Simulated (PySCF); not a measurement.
Mapped SMILES: `[H]/[N:2]=[CH:3]\[CH3:4]`. Hydrogens are named by the atom that carries them.

- B3LYP/pcJ-1 coupling constants
- NMR shieldings at B3LYP/pcSseg-2/GIAO
- PBE0-D3(BJ)/def2-SVP structure
- program: PySCF 2.14.0 with density-fitted response routines
- a single conformation, no solvent model, fast rotation and ring inversion assumed for equivalent nuclei, no relativistic terms

**Question.** List the cross peaks expected in HSQC, COSY and HMBC spectra.

**Answer.** 

HSQC (one-bond C–H):
```
          δH          δC  1J(C,H) (Hz)
7.89 (H(C3))  182.1 (C3)           175
1.90 (H(C4))   31.5 (C4)           133
```

COSY cross peaks (|J| ≥ 2 Hz):
```
          δH            δH  abs. J (Hz)  bonds
7.89 (H(C3))  1.90 (H(C4))          5.4      3
```

HMBC (two and three bonds, |J| ≥ 2.5 Hz):
```
          δH  δC [abs. J in Hz]
7.89 (H(C3))   31.5 (C4) [19.4]
1.90 (H(C4))   182.1 (C3) [5.8]
```

Scale: TMS for 1H (σref 31.39) and 13C (σref 179.19) (reference shieldings calculated alike).

OH/NH shifts are gas-phase values; hydrogen bonding in solution moves them, usually downfield. Unscaled 3J(H,H) at this level run about 10 % above measured values. Shifts are as computed. Against solution values, carbons near 30 ppm lie about +3 ppm off and those near 130 ppm about +8 ppm. Of 1211 compounds with measured shifts, 218 miss one by over three times the rms of a fit or turn the order of signals round; such compounds aren't used in these exercises.
